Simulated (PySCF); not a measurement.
# Unknown compound

The spectra below were simulated for a compound C$_{2}$H$_{8}$N$_{2}$.

¹H NMR (400 MHz, computed): δ 2.78 (s, 6H), 1.91 (br s, 2H).

¹³C{¹H} NMR (computed): δ 41.9 (CH3).

PySCF 2.14.0 with density-fitted response routines calculation with spin–spin couplings from B3LYP/pcJ-1 (spin–dipole term only in couplings to heteroatoms), GFN2-xTB geometry and shielding tensors at PBE0/pcSseg-1 (GIAO); isolated molecule, a single conformation, non-relativistic Hamiltonian, averaged over atoms made equivalent by symmetry, fast rotation or ring inversion.

Chemical shifts δ = σref − σ; ¹H (σref 31.72), ¹³C (σref 186.93) against TMS, all at this level.

Question: What is the structure?

Answer: 
1. Rings plus π bonds: 0.
2. 1 carbon signal for 2 carbons: some carbons are equivalent by symmetry or fast rotation.
3. Carbon types of the structure: 2 × CH3, leaving 2 H on heteroatoms.
4. δC 41.9: methyl carbon bonded to N; deshielded by the electronegative neighbour.
5. δH 2.78: hydrogen on a methyl carbon bonded to N; its carbon carries N, hence the downfield position.
6. δH 1.91: hydrogen on a nitrogen bonded to O or N; exchangeable, gas-phase position.

These data were computed for `CNNC`.

The OH or NH signal is concentration- and solvent-dependent in practice; the value given is the gas-phase one. Shifts are as computed. Against solution values, carbons near 30 ppm lie about +3 ppm off and those near 130 ppm about +5 ppm. Of 1211 compounds with measured shifts, 218 miss one by over three times the rms of a fit or turn the order of signals round; such compounds aren't used in these exercises. Couplings to exchangeable protons are dropped.
